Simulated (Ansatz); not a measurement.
Two isomers of C4H5Cl: A = `C=C=C(C)Cl`, B = `C=C=CCCl`.

Computed with Ansatz on PBE0-D4/def2-TZVP structures; ΔE is electronic, products minus reactants. CCSD(T)/CBS is the MP2 limit (def2-TZVPP, def2-QZVPP) plus CCSD(T) − MP2 in def2-TZVPP, frozen cores. DFT in def2-TZVPP. B3LYP here is the variant with VWN-RPA as its local correlation; programs differ in this. One conformer a species, not always the lowest.

A:

```xyz
10

C    -1.581   -0.809   -1.157
C    -0.809   -0.260   -0.268
C    -0.019    0.286    0.608
C     1.454    0.463    0.472
Cl   -0.695    0.884    2.102
H    -1.783   -1.876   -1.149
H    -2.055   -0.218   -1.936
H     1.717    1.522    0.532
H     1.976   -0.056    1.280
H     1.793    0.065   -0.484
```

B:

```xyz
10

C    -1.414    1.305    0.897
C    -0.435    0.490    0.648
C     0.542   -0.332    0.390
C     0.727   -0.976   -0.938
Cl    2.271   -0.466   -1.699
H    -1.305    2.374    0.744
H    -2.367    0.944    1.269
H     1.267   -0.568    1.165
H     0.787   -2.061   -0.851
H    -0.072   -0.709   -1.626
```

Problem. Which is lower in electronic energy at CCSD(T)/CBS, and by how much? (An estimate is asked.)

Solution. The calculation gave: A, by 3.1 kJ/mol.

Problem. Give E(B) − E(A) in kJ/mol with B3LYP-D4, B2PLYP, r2SCAN-D4, ωB97M-V, B3LYP, CCSD/def2-TZVPP, MP2/def2-TZVPP. (An estimate is asked.)

Solution. Ansatz gave: B3LYP-D4 4.3, B2PLYP 3.6, r2SCAN-D4 6.6, ωB97M-V 3.2, B3LYP 2.7, CCSD/def2-TZVPP 2.0, MP2/def2-TZVPP 6.7. None reverses the order clearly.

Largest T1 diagnostic: 0.011.

In def2-TZVPP, CCSD(T) changes the Hartree–Fock value by +9.7 kJ/mol (the triples alone add +1.8 kJ/mol) and MP2 by +12.7 kJ/mol.
